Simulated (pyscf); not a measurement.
# Four-centre exchange: H₂N–SiH(Cl)–Cl + NH₃ → H₂N–Si(NH₂)(Cl)–Cl + H₂

Gas phase, singlet surface, charge 0. Bonds broken: Si2–H7, N8–H9. Bonds formed: Si2–N8, H7–H9. Structures and frequencies: ωB97X-D3(BJ)/def2-SVP in PySCF.

Transition state (Å):

```xyz
11

N      0.3680    -0.5490     1.2699
Si    -0.9856    -0.5904     0.2401
Cl    -1.4617    -2.0078    -1.1902
Cl    -2.4113    -1.1213     1.7208
H      1.3100    -0.4410     0.9150
H      0.3053    -0.9548     2.1976
H      0.1454     0.1567    -0.9881
N     -1.7652     1.0073    -0.2837
H     -0.6577     0.8762    -0.8967
H     -2.6334     0.9108    -0.8133
H     -1.8822     1.7022     0.4559
```

One imaginary mode, 1482i cm⁻¹; descent along it reached the two sides named.

```json
[
 {"bond": "Si2–H7", "change": "breaks", "reactant side (Å)": "1.470", "saddle": "1.829", "product side": "4.0"},
 {"bond": "N8–H9", "change": "breaks", "reactant side (Å)": "1.020", "saddle": "1.273", "product side": "2.7"},
 {"bond": "Si2–N8", "change": "forms", "reactant side (Å)": "2.8", "saddle": "1.853", "product side": "1.706"},
 {"bond": "H7–H9", "change": "forms", "reactant side (Å)": "3.0", "saddle": "1.082", "product side": "0.762"}
]
```

Electronic energies relative to the separated reactants (eV):

```tsv
level	barrier	reaction energy	reverse barrier
ωB97X-D3(BJ)/def2-TZVP	1.33	-0.63	1.95
PBE/def2-TZVP	1.19	-0.50	1.70
r²SCAN/def2-TZVP	1.21	-0.63	1.84
B3LYP-D3(BJ)/def2-TZVP	1.37	-0.59	1.96
PBE0-D3(BJ)/def2-TZVP	1.20	-0.56	1.77
M06-2X/def2-TZVP	1.35	-0.70	2.05
ωB97M-D3(BJ)/def2-TZVP	1.34	-0.59	1.94
HF/def2-TZVP	2.26	-0.45	2.71
```

With ωB97M-D3(BJ)/def2-TZVP energies and thermal terms (ideal gas, 1 atm, RRHO with modes under 100 cm⁻¹ raised to 100, one conformer, R ln 2 for chiral ones without a mode under 150 cm⁻¹), in eV:

| T (K) | ΔH‡ | ΔG‡ | ΔH | ΔG |
|---|---|---|---|---|
| 298 | 1.26 | 1.77 | -0.74 | -0.62 |
| 600 | 1.27 | 2.29 | -0.67 | -0.53 |
| 900 | 1.30 | 2.79 | -0.62 | -0.48 |
| 1200 | 1.34 | 3.29 | -0.59 | -0.43 |

At the saddle there is also a short H–Si contact that neither side keeps. The same reactants have a lower exit, to H₂N–SiH(NH₂)–Cl + HCl (barrier +0.39 eV at ωB97M-D3(BJ)/def2-TZVP, against +1.34 eV here). This is the saddle that the search found; another between the same sides may lie lower.
